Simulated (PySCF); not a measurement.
AlOCl: adding exact exchange

Base calculation in PySCF with density fitting and no spin–orbit coupling, PBE/def2-TZVP (no relativity): singlet, C∞v, Al–Cl 2.078 Å, Al–O 1.614 Å; Cl–Al–O 180.0°; wavenumbers 168 (×2), 472, 1079 cm⁻¹; dipole moment 3.59 D, gap between the highest occupied and lowest empty levels 2.98 eV, polar-tensor charge of Al 1.05 e, atomisation energy (no zero-point energy) 971 kJ/mol.

Q: What changes on going to PBE0/def2-TZVP (no relativity)?

A: The point group stays the same. Changes: mean bond to Al -0.020 Å, smallest bond angle 0.0 degrees, highest wavenumber +58 cm⁻¹, lowest wavenumber +12 cm⁻¹, dipole moment +0.40 D, gap between the highest occupied and lowest empty levels +2.31 eV, polar-tensor charge of Al +0.12 e, atomisation energy (no zero-point energy) -64 kJ/mol. The new structure has Al–Cl 2.059 Å, Al–O 1.592 Å; Cl–Al–O 180.0°, with wavenumbers 180 (×2), 495, 1137 cm⁻¹. Exact exchange shortens and stiffens the bonds and opens the gap, the usual pattern.

Each species is the lowest minimum found with this bonding; other isomers or fragments can lie lower.
